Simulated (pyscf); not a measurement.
# Hydrogen abstraction: methyl (CH₃•) + methylsilane (H₃C–SiH₃) -> methane (CH₄) + H₃C–SiH₂•

Gas phase, doublet surface, charge 0. Bonds broken: Si2–H6. Bonds formed: C1–H6. Optimised with ωB97X-D3(BJ)/def2-SVP in PySCF.

Transition state (Å):

```xyz
12

C      1.3450     1.1667     0.0831
Si    -0.8653    -1.1502     0.1176
H      1.3031     1.5230     1.1183
H      0.9446     1.8536    -0.6707
H      2.2620     0.6376    -0.1984
H      0.2740    -0.0046     0.0799
H     -1.2293    -1.5170    -1.2869
H     -0.3075    -2.3657     0.7890
C     -2.3772    -0.5158     1.0484
H     -2.1132    -0.2458     2.0832
H     -3.1697    -1.2803     1.0867
H     -2.7902     0.3796     0.5574
```

One imaginary mode, 1041i cm⁻¹; descent along it reached the two sides named.

| bond | change | reactant side (Å) | saddle | product side |
|---|---|---|---|---|
| Si2–H6 | breaks | 1.493 | 1.616 | 3.3 |
| C1–H6 | forms | 3.3 | 1.587 | 1.100 |

Electronic energies relative to the separated reactants (eV):

```
level                   barrier  reaction energy  reverse barrier
----------------------  -------  ---------------  ---------------
ωB97X-D3(BJ)/def2-TZVP     0.32            -0.64             0.96
PBE/def2-TZVP              0.10            -0.81             0.91
r²SCAN/def2-TZVP           0.27            -0.65             0.92
B3LYP-D3(BJ)/def2-TZVP     0.25            -0.66             0.91
PBE0-D3(BJ)/def2-TZVP      0.21            -0.73             0.94
M06-2X/def2-TZVP           0.36            -0.76             1.12
ωB97M-D3(BJ)/def2-TZVP     0.37            -0.63             1.01
HF/def2-TZVP               0.93            -0.35             1.29
```

With ωB97M-D3(BJ)/def2-TZVP energies and thermal terms (ideal gas, 1 atm, RRHO with modes under 100 cm⁻¹ raised to 100, one conformer, R ln 2 for chiral ones without a mode under 150 cm⁻¹), in eV:

| T (K) | ΔH‡ | ΔG‡ | ΔH | ΔG |
|---|---|---|---|---|
| 298 | 0.36 | 0.70 | -0.49 | -0.50 |
| 600 | 0.37 | 1.04 | -0.52 | -0.50 |
| 900 | 0.40 | 1.36 | -0.54 | -0.49 |
| 1200 | 0.44 | 1.68 | -0.56 | -0.47 |

This is the saddle that the search found; another between the same sides may lie lower. The angle at the transferred H is 177°.
